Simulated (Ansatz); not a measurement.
System: hcp Hf. Method: LDA in Ansatz (PAW).

Numerical settings: plane-wave cutoff 520 eV, 18×18×12 k mesh (along the axes of the cell as run), Fermi–Dirac smearing 0.05 eV, scalar-relativistic PAW data made under PBE.

Response to compression and expansion:

Shape and atoms are relaxed at each volume.

| V (Å³/atom) | P (GPa) | c (Å) | a (Å) |
|---|---|---|---|
| 19.993 | 5.26 | 4.886 | 3.074 |
| 20.410 | 2.51 | 4.916 | 3.096 |
| 20.826 | 0.00 | 4.945 | 3.119 |
| 21.243 | -2.31 | 4.975 | 3.140 |
| 21.659 | -4.41 | 5.003 | 3.162 |

Note: the bulk modulus comes from volumes at which shape and atoms were relaxed.

Ansatz is a quantum-chemistry and plane-wave program.
